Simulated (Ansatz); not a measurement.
Input file:

```yaml
crystal:
  periodic: [false, false, false]
  atoms:
    - {symbol: B, position_ang: [0.084376, 0.005225, 1.254198]}
    - {symbol: C, position_ang: [-0.080498, 0.013599, -0.087608]}
    - {symbol: H, position_ang: [-0.003878, -0.018825, -1.166590]}
basis:
  gaussian: {orbitals: 6-31G}
magnetization: {spin_polarized: false, initial_magnetization: 2}
correlation: {method: sc_nevpt2, electrons: outside_noble_gas, active_space: {window: {electrons: 8, orbitals: 9}, shells: [{species: B, l: s, shell: 2}, {species: B, l: p, shell: 2}, {species: C, l: s, shell: 2}, {species: C, l: p, shell: 2}, {species: H, l: s, shell: 1}]}}
```

```sh
$ ansatz run in.yaml --threads 1 --pin off --events-out ev --progress --plain --max-ram 2393MiB
```

Output:

```
440 factors; integrals over basis functions are off by at most 1.1e-7 eV
mean field evaluation 1: about -1710.8718 eV, gradient 1.4e1 eV
mean field evaluation 2: about -1710.8760 eV, gradient 1.4e1 eV
mean field evaluation 4: about -1712.3198 eV, gradient 2.9e0 eV
mean field evaluation 8: about -1712.4093 eV, gradient 4.3e-2 eV
mean field evaluation 16: about -1711.3154 eV, gradient 2.3e-1 eV
mean field evaluation 32: about -1712.3982 eV, gradient 7.0e-2 eV
mean field evaluation 64: about -1712.3977 eV, gradient 8.0e-2 eV
mean field -1712.40937754 eV, -62.9298839117 hartree, gradient 2.3e-6 eV, S^2 2.000000; 9 other end points of the search recorded, 0 dependent functions left out
reference -1712.40937754 eV, -62.9298839117 hartree; 7, 5 occupied and 13, 15 virtual orbitals, 440 factors
state -1715.12619444 eV, -63.0297250914 hartree
state -1715.12619444 eV, -63.0297250914 hartree; corrected -1715.78706705 eV, -63.0540117118 hartree
Total energy: -1715.78706705 eV, -63.0540117118 hartree
Checks for a lower state left out: starts, orbital_swaps
```

For the same geometry and basis full CI lies 264.7 meV lower.

Ran on 1 thread of Arm Neoverse V1, shared host: 2.4 s wall, 0.09 GiB peak host memory.
